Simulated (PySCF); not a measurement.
Molecule: SMILES CC(C)(C)C#N, C₅H₉N.

Structure with atom numbers: `[CH3:1][C:2]([CH3:3])([CH3:4])[C:5]#[N:6]` (H(Xn): hydrogen on atom n).

Spin–spin couplings on one PBE0-D3(BJ)/def2-SVP geometry, PySCF, gas phase, non-relativistic, equivalent pairs averaged (spin–dipole term only in couplings to heteroatoms); isotopes 13C, 1H, 15N; basis pcJ-1.

Problem. How do the couplings (Hz) change with the functional? Times are CPU seconds on shared hosts with different chips, so compare them loosely.

Solution. 
```tsv
functional	functions	1J(C1,H(C1))	1J(C2,C5)	1J(C5,N6)	1J(C1,C2)	2J(H(C1),H(C1))	2J(C1,C5)	2J(C2,H(C1))	core-s
HF	252	163.8	117.1	-81.8	66.9	-28.5	-22.0	-11.7	41
LDA	252	103.8	43.6	-7.2	20.8	-8.6	0.8	-1.5	26
PBE	252	124.3	52.9	-9.2	29.7	-12.3	-0.3	-2.8	37
KT2	252	130.7	39.4	-2.6	21.7	-16.9	-0.5	-3.3	41
B3LYP	252	136.2	61.9	-17.1	35.9	-13.8	-1.1	-3.2	42
PBE0	252	128.3	60.0	-16.0	34.5	-14.4	-1.9	-4.0	49
B97-2	252	122.5	58.7	-15.3	33.6	-12.4	-1.7	-3.4	46
BHandHLYP	252	146.1	73.5	-28.3	44.4	-16.9	-3.6	-4.8	51
CAM-B3LYP	252	133.4	62.4	-19.1	35.9	-14.1	-1.4	-3.3	65
```
